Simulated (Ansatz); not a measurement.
CuO2, fluorite type; equations of state without spin from Ansatz PAW hard set, 700 eV.

PBE (k-mesh 20³, smearing 0.061 eV) gives V₀ = 9.411 Å³/atom and B₀ = 172 GPa.

(1) What does r²SCAN give (700 eV, k-mesh 12³, smearing 0.1 eV)?

## Answers

(1) V₀ = 9.044 Å³/atom (-3.9 %) and B₀ = 200 GPa (+16 %).

This cubic structure is a model: it isn't the usual form of the substance at ambient conditions, and such phases are metastable or hypothetical. The k-mesh is modest, so these values aren't fully converged in k. Spin polarisation is left out, and a magnetic state may lie lower. Potentials made with PBE were used with another functional (at least in: Ansatz PAW hard set, 700 eV (r²SCAN)).
